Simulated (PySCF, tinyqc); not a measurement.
Worked calculation: CIS on RHF in the sto-6g basis, for LiH, spin multiplicity 1. The lowest restricted solution is unstable here: a spin-polarised one lies 0.0001 hartree lower (PySCF). One step of it, computed by the program tinyqc.

Task: CIS matrix, singlets. A(ia,jb) = (e_a - e_i) d_ij d_ab + 2 (ia|jb) - (ij|ab).

orbital energies (hartree): MO1 -2.402994, MO2 -0.244925, MO3 0.072164, MO4 0.159784, MO5 0.159784, MO6 0.415414

Two-electron integrals over orbitals (pq|rs), unique and non-zero (hartree):
```
(11|11) 1.665217    (21|11) -0.098604   (21|21) 0.010405    (22|11) 0.320888
(22|21) 0.003254    (22|22) 0.459135    (31|11) -0.144503   (31|21) 0.010973
(31|22) -0.011549   (31|31) 0.023254    (32|11) 0.026638    (32|21) -0.002619
(32|22) -0.055809   (32|31) -0.000499   (32|32) 0.018455    (33|11) 0.396381
(33|21) -0.009103   (33|22) 0.212439    (33|31) 0.000884    (33|32) 0.013215
(33|33) 0.331880    (41|41) 0.010039    (42|41) 0.007107    (42|42) 0.020947
(43|41) 0.010357    (43|42) 0.019854    (43|43) 0.041649    (44|11) 0.396968
(44|21) -0.003382   (44|22) 0.248057    (44|31) -0.004793   (44|32) 0.012092
(44|33) 0.280779    (44|44) 0.313125    (51|51) 0.010039    (52|51) 0.007107
(52|52) 0.020947    (53|51) 0.010357    (53|52) 0.019854    (53|53) 0.041649
(54|54) 0.016875    (55|11) 0.396968    (55|21) -0.003382   (55|22) 0.248057
(55|31) -0.004793   (55|32) 0.012092    (55|33) 0.280779    (55|44) 0.279374
(55|55) 0.313125    (61|11) 0.072308    (61|21) -0.009812   (61|22) -0.007463
(61|31) -0.005187   (61|32) 0.002637    (61|33) 0.011995    (61|44) 0.001470
(61|55) 0.001470    (61|61) 0.011624    (62|11) -0.078058   (62|21) 0.001797
(62|22) 0.112021    (62|31) 0.003942    (62|32) -0.041448   (62|33) -0.020100
(62|44) -0.034904   (62|55) -0.034904   (62|61) 0.000637    (62|62) 0.131262
(63|11) 0.019144    (63|21) -0.002087   (63|22) -0.055220   (63|31) 0.004268
(63|32) 0.014486    (63|33) 0.036352    (63|44) 0.006494    (63|55) 0.006494
(63|61) 0.004200    (63|62) -0.036583   (63|63) 0.028712    (64|41) -0.005989
(64|42) -0.018654   (64|43) -0.012558   (64|64) 0.019656    (65|51) -0.005989
(65|52) -0.018654   (65|53) -0.012558   (65|65) 0.019656    (66|11) 0.357380
(66|21) 0.001129    (66|22) 0.430252    (66|31) -0.010868   (66|32) -0.046337
(66|33) 0.238261    (66|44) 0.260817    (66|55) 0.260817    (66|61) -0.005009
(66|62) 0.103511    (66|63) -0.044795   (66|66) 0.426410
```

Give: CIS matrix A, singlet.

Result:

CIS matrix A, singlet (hartree):
```
         1>3     1>4     1>5      1>6      2>3     2>4     2>5      2>6
1>3   2.1253  0.0000  0.0000  -0.0295   0.0081  0.0000  0.0000   0.0100
1>4   0.0000  2.1859  0.0000   0.0000   0.0000  0.0176  0.0000   0.0000
1>5   0.0000  0.0000  2.1859   0.0000   0.0000  0.0000  0.0176   0.0000
1>6  -0.0295  0.0000  0.0000   2.4843   0.0074  0.0000  0.0000   0.0001
2>3   0.0081  0.0000  0.0000   0.0074   0.1416  0.0000  0.0000  -0.0277
2>4   0.0000  0.0176  0.0000   0.0000   0.0000  0.1985  0.0000   0.0000
2>5   0.0000  0.0000  0.0176   0.0000   0.0000  0.0000  0.1985   0.0000
2>6   0.0100  0.0000  0.0000   0.0001  -0.0277  0.0000  0.0000   0.4926
```
